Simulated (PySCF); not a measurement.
## Computed spin Hamiltonian

C₄H₉O (doublet state).
Structure used (GFN2-xTB), in Å, numbered top down from 1:
```xyz
14
C4H9O angstrom
C      1.996   -0.125   -0.041
O      0.814   -0.777   -0.409
C     -0.381   -0.088   -0.282
C     -0.516    1.080    0.633
C     -1.568   -0.924   -0.608
H      2.154    0.789   -0.626
H      2.805   -0.825   -0.250
H      2.007    0.130    1.024
H      0.206    1.864    0.404
H     -1.515    1.493    0.526
H     -0.380    0.804    1.689
H     -2.328   -0.330   -1.117
H     -1.264   -1.742   -1.255
H     -2.032   -1.351    0.289
```

The hyperfine couplings belong to this conformer and change with its torsions.

Identity: `CO[C](C)C` [radical].

Level of theory: PySCF, UKS B3LYP, pcH-1 on C H O, non-relativistic, mean-field spin-orbit, GIAO. The structure is a single GFN2-xTB conformer in the gas phase; no vibrational or solvent corrections. A GFN2-xTB geometry isn't a minimum of the functional, and hyperfine couplings can be far from their values at a DFT geometry. The SCF solution wasn't tested for stability.

| Property | Result |
| --- | --- |
| g1, g2, g3 | 2.00208, 2.00332, 2.00408 |
| g_iso | 2.00316 |
| Form of g | rhombic: the two nearest values differ by 38 % of g3 − g1 |
| ⟨S²⟩ | 0.7536 (exact 0.7500) |
| HOMO–LUMO gap, α and β orbitals | 5.18, 7.70 eV |
| Total energy | -233.02509 Eh |

Hyperfine couplings atom by atom, in G; T1 to T3 are the principal values of the dipolar part; ρ(0) is the spin density at the nucleus (MHz turned into gauss with g_iso; 10 G = 1 mT):

```csv
atom,isotope,a_iso,T1,T2,T3,Mulliken spin population,ρ(0) (bohr⁻³)
C1,13C,-1.3,-0.6,-0.3,0.9,-0.01,-0.0032
O2,17O,-7.5,-20.6,9.7,10.8,0.10,0.0345
C3,13C,54.6,-27.6,-27.1,54.7,0.85,0.1362
C4,13C,-5.1,-0.8,-0.5,1.3,-0.07,-0.0127
C5,13C,-6.9,-0.7,-0.4,1.1,-0.07,-0.0172
H6,1H,6.2,-1.3,-1.2,2.5,0.02,0.0039
H7,1H,-0.7,-1.1,-0.9,2.0,0.00,-0.0004
H8,1H,4.1,-1.1,-1.0,2.1,0.01,0.0026
H9,1H,19.3,-1.9,-1.6,3.5,0.02,0.0121
H10,1H,2.5,-2.0,-1.5,3.4,0.00,0.0016
H11,1H,43.5,-1.5,-1.1,2.6,0.07,0.0273
H12,1H,18.1,-1.9,-1.6,3.5,0.02,0.0114
H13,1H,2.9,-1.8,-1.5,3.2,0.00,0.0018
H14,1H,39.7,-1.5,-1.1,2.6,0.06,0.0249
```

Largest spin populations (Mulliken): C3 (+0.85), O2 (+0.10), H11 (+0.07) and C5 (-0.07). C3 is the only atom above +0.15. The positive populations add up to 1.15 and the negative ones to -0.15, together 2S = 1. The angles at C3 add up to 354.7°, so it is nearly planar.

Axes: g3 points within 7° of the C3–C5 bond.

Under fast tumbling the dipolar parts average out, and these isotropic splittings remain: 6 × 1H (H9 (×6), I = 1/2, 7 lines) with 2.10 mT and 3 × 1H (H6/H7/H8, I = 1/2, 4 lines) with 0.32 mT.

Class means assume fast exchange of nuclei equivalent by connectivity; if that motion is slow, each nucleus keeps its own coupling. The six 1H nuclei of mean +58.9 MHz run from 7.0 to 122.1 MHz in the frozen geometry. The three 1H nuclei of mean +9.0 MHz run from -1.9 to 17.4 MHz in the frozen geometry.

The 13C coupling of C3 (153.1 MHz) shows only in satellite lines or after enrichment, since that isotope makes up about 1.07 % of natural carbon.

The 17O coupling of O2 (-20.9 MHz) shows only in satellite lines or after enrichment, since that isotope makes up about 0.038 % of natural oxygen.
